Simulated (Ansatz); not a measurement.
# CF+ (SMILES [C+]F) at PBE-QIDH/aug-cc-pVTZ

What is the vertical ionisation energy of CF+ at PBE-QIDH/aug-cc-pVTZ? 

Program for the calculation: Ansatz 0.2.0.

2 further runs of the same task are left out: 2 set aside as unsound or not needed.

**1. The structure to begin with**

CF+ has 2 atoms, charge +1, and is taken as a singlet. As SMILES, `[C+]F`. Geometry: relaxed at PBE0-D4/def2-TZVP.

Bond lengths: C1–F2 1.153 Å.

**2. The energy at PBE-QIDH/aug-cc-pVTZ**

Contents of in.yaml:

```yaml
crystal:
  periodic: [false, false, false]
  atoms:
    - {symbol: C, position_ang: [0.492270, -0.160830, 0.253170]}
    - {symbol: F, position_ang: [-0.492270, 0.160830, -0.253170]}
basis:
  gaussian:
    orbitals: aug-cc-pVTZ
total_charge: 1
hamiltonian:
  xc: {name: PBE-QIDH}
correlation:
  frozen_orbitals: {C: 1, F: 1}
accuracy: high
output: {orbitals: {seedname: orbitals}}
```

Launch:

```sh
ansatz run in.yaml --threads 1 --pin off --max-ram 3480MiB --events-out events.jsonl --progress --plain --runs-dir runs
```

Log:

```text
Warning: RAYON_NUM_THREADS=1 ignored (pool sized by the plan → 1); use --threads N
Functional definition: PBE-QIDH
  name "PBE-QIDH"
  parameter a = 3^(-1/3)
  parameter c = 1/3
  exchange = (1 - a)*pbe_x + a*exact_x
  correlation = (1 - c)*pbe_c + c*(mp2_os + mp2_ss)
1257 factors; integrals over basis functions are off by at most 3.3e-9 eV
mean field evaluation 1: about -3727.7867 eV, gradient 6.5e1 eV
mean field evaluation 2: about -3727.7874 eV, gradient 6.5e1 eV
mean field evaluation 4: about -3733.3297 eV, gradient 4.0e0 eV
mean field evaluation 8: about -3733.3619 eV, gradient 4.6e-2 eV
mean field evaluation 16: about -3733.3619 eV, gradient 1.2e-7 eV
mean field -3733.36190853 eV, -137.1985195748 hartree, gradient 1.8e-8 eV, S^2 0.000000; 0 other end points of the search recorded, 0 dependent functions left out
2 core orbitals not correlated: weight in the atoms' cores, before any rotation towards them, 1.000 or more for the frozen orbitals, at most 0.000 for the correlated occupied ones
reference -3733.36190938 eV, -137.1985196060 hartree; 5, 5 occupied and 85, 85 virtual orbitals, 1257 factors
second order -10.90244882 eV of doubles, -0.00000000 eV of singles
Total energy: -3736.99605898 eV, -137.3320721407 hartree
```

It took 2.2 s on 1 thread of Arm Neoverse V2, shared host; peak memory 0.16 GiB.

**3. Doublet [CF]2+ at the same level**

Contents of job.yaml:

```yaml
crystal:
  periodic: [false, false, false]
  atoms:
    - {symbol: C, position_ang: [0.492270, -0.160830, 0.253170]}
    - {symbol: F, position_ang: [-0.492270, 0.160830, -0.253170]}
basis:
  gaussian: {orbitals: aug-cc-pVTZ}
accuracy: high
total_charge: 2
hamiltonian: {xc: {name: PBE-QIDH}}
output: {orbitals: {seedname: orbitals}}
magnetization: {spin_polarized: true, initial_magnetization: 1}
correlation: {frozen_orbitals: {C: 1, F: 1}}
```

Launch:

```sh
ansatz run job.yaml --threads 1 --pin off --max-ram 3480MiB --events-out events.jsonl --progress --plain --runs-dir runs
```

Log (excerpt; [...] marks lines left out):

```text
Warning: RAYON_NUM_THREADS=1 ignored (pool sized by the plan → 1); use --threads N
[... 2 set-up lines as earlier in the session ...]
[...]
1257 factors; integrals over basis functions are off by at most 3.3e-9 eV
[...]
mean field -3707.74903668 eV, -136.2572638954 hartree, gradient 4.2e-8 eV, S^2 0.767283; 3 other end points of the search recorded, 0 dependent functions left out
2 core orbitals not correlated: weight in the atoms' cores, before any rotation towards them, 1.000 or more for the frozen orbitals, at most 0.000 for the correlated occupied ones
reference -3707.74903750 eV, -136.2572639254 hartree; 5, 4 occupied and 85, 86 virtual orbitals, 1257 factors
second order -10.36900870 eV of doubles, -0.00000000 eV of singles
Total energy: -3711.20537373 eV, -136.3842819392 hartree
```

It took 5.4 s on 1 thread of Arm Neoverse V2, shared host; peak memory 0.24 GiB.

**4. Results**

Level: PBE-QIDH/aug-cc-pVTZ, 2 core orbitals frozen.

| quantity | value |
| --- | --- |
| singlet CF+: total energy | -137.33207 Eh |
| singlet CF+: HOMO energy (SCF part's orbitals) | -24.87 eV |
| singlet CF+: LUMO energy (SCF part's orbitals) | -9.68 eV |
| singlet CF+: HOMO–LUMO gap (SCF part's orbitals) | 15.19 eV |
| doublet [CF]2+: total energy | -136.38428 Eh |
| doublet [CF]2+: HOMO energy (SCF part's orbitals) (highest over α and β) | -40.85 eV |
| doublet [CF]2+: LUMO energy (SCF part's orbitals) (lowest over α and β) | -26.17 eV |
| doublet [CF]2+: ⟨S²⟩ | 0.767 |
| vertical ionisation energy (to the doublet dication) | 25.791 eV |

In words: The vertical ionisation energy comes to 25.79 eV (2488 kJ/mol). −ε(HOMO) before ionisation, 24.87 eV, is 0.92 eV below this ionisation energy.
